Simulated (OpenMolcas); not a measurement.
# Exact exchange and the electronic atomisation energy of CH4FSi

The species is CH4FSi (7 atoms), meant as a doublet with charge 0. SMILES: `[CH2][SiH2]F`. Geometry: relaxed at PBE0-D4/def2-TZVP. This is one conformer, not always the lowest.

The electronic atomisation energy y, in eV, basis 6-311+G(d,p); a is the functional's share of exact exchange. Programs: OpenMolcas 26.06.

```
functional     program     a  y (eV)
  U-r2SCAN  OpenMolcas     0   24.75
     UTPSS  OpenMolcas     0   24.92
    UB3LYP  OpenMolcas   0.2       ?
     UPBE0  OpenMolcas  0.25   24.36
    UBHLYP  OpenMolcas   0.5   24.00
```

Task: Fit y = c + s·a to the known rows and predict UB3LYP.

Result: 
1. Means of the 4 rows: a = 0.1875, y = 24.508.
2. Σ(Δa)² = 0.17188, Σ(Δa·Δy) = -0.29063, so the slope is -0.29063/0.17188 = -1.6909.
3. Intercept: 24.508 − (-1.6909) × 0.1875 = 24.825. The largest residual of the fit is 0.095.
4. UB3LYP: 24.825 + (-1.6909) × 0.2 = 24.49 eV.

The run gave 24.42 eV, so the prediction is off by +0.07 eV, within the largest residual. The rows mix families of semi-local functionals, which the line can't see.
